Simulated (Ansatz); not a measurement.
Results of r²SCAN (PAW; Ansatz, an electronic-structure program) for fluorite CeO₂.

Output (set-up and result lines):

```
WARN output.stress: scf.convergence.dr2_threshold = 1e-9 eV is looser than the 3e-10 eV advised for a printed stress (1e-10 eV for each atom of the cell: 3)
Crystal: 3 atoms, lattice volume = 41.791 Å³
Basis set: ecut = 560 eV, 1243 PW (Γ), exchange–correlation on 96×96×96 points (27 copies of the dense FFT grid, shifted against one another)
Bands: 22, of which v1, the nominal top of the filled ones, is band 12 counted from 1 (11 counted from 0)
Symmetry: 48 space group operations
Space group: Fm-3m (ITA 225), of the structure as read, at distance tolerance 3.5e-5 Å
k-points: 72 of 1728
Initial density: superposition of atomic densities (chi_scale 0.1, normalization cell, long waves kept (reshape's long-wave potential 0.00 eV rms))
Functional: x = r2scan, c = r2scan; τ floored in thin density (d = 2e-4 eV/Å³)
SCF iter   1: F=—  HF=-7735.773758 eV  |F-HF|=—  |Δ(HF+E_count)|=         —  Δρ=1.71e-1  dr2=5.58e0  dr2_τ=2.38e-1
SCF iter   2: F=—  HF=-7733.026285 eV  |F-HF|=—  |Δ(HF+E_count)|=    2.75e0  Δρ=8.51e-2  dr2=1.16e0  dr2_τ=4.57e-1
  ...
SCF iter  14: F=—  HF=-7732.787797 eV  |F-HF|=—  |Δ(HF+E_count)|=   4.65e-7  Δρ=2.41e-6  dr2=1.61e-9  dr2_τ=9.33e-11
SCF iter  15: F=-7732.787797 eV  HF=-7732.787797 eV  |F-HF|=1.78e-10  |Δ(HF+E_count)|=   7.48e-9  Δρ=7.05e-7  dr2=1.91e-10  dr2_τ=8.97e-12
SCF 1 converged in 15 iterations: F = -7732.787797 eV  dr2 = 1.91e-10
SCF converged after 15 iterations
Free energy (F): -7732.787797 eV
Internal energy: -7732.787797 eV  (E = F + TS)
E sigma→0 (E₀):  -7732.787797 eV
Fermi energy:    11.112933 eV
--- Forces (eV/Å), atoms counted from 1 ---
  atom   1  Ce    -0.00000000     0.00000000     0.00000000
  atom   2  O      0.00000000     0.00000000     0.00000000
  atom   3  O     -0.00000000     0.00000000     0.00000000
--- Stress (GPa, compression-positive) ---
       -6.892387       0.000000      -0.000000
        0.000000      -6.892387       0.000000
        0.000000      -0.000000      -6.892387
  P = ⅓ Tr σ = -6.8924 GPa (-68.924 kbar)
```

### Question
Write an input file that could have produced this run (the log leaves some choices open).

### Answer
One answer among several that fit: 
Ansatz 0.2 input:
```yaml
crystal:
  lattice:
    - [0.0, 2.7543327374, 2.7543327374]
    - [2.7543327374, 0.0, 2.7543327374]
    - [2.7543327374, 2.7543327374, 0.0]
  atoms:
    - { symbol: Ce, position: [0.0, 0.0, 0.0] }
    - { symbol: O, position: [0.25, 0.25, 0.25] }
    - { symbol: O, position: [0.75, 0.75, 0.75] }
basis:
  ecutwfc: 560
  ecutrho_ratio: 4
  xc_grid: 3
kpoints:
  mp_grid: { grid: [12, 12, 12] }
hamiltonian:
  xc: r2scan
  dispersion: none
  pseudopotentials: { kind: paw }
scf:
  occupations: { method: fermi_dirac, width: 0.01 }
  convergence: { dr2_threshold: 0.000000001 }
output:
  forces: true
  stress: true
  eigenvalues: true
```

The cell is one volume of an energy–volume scan, off the minimum.

The PAW data were made under PBE.

It cost around 25 core-seconds (rough) of CPU time.
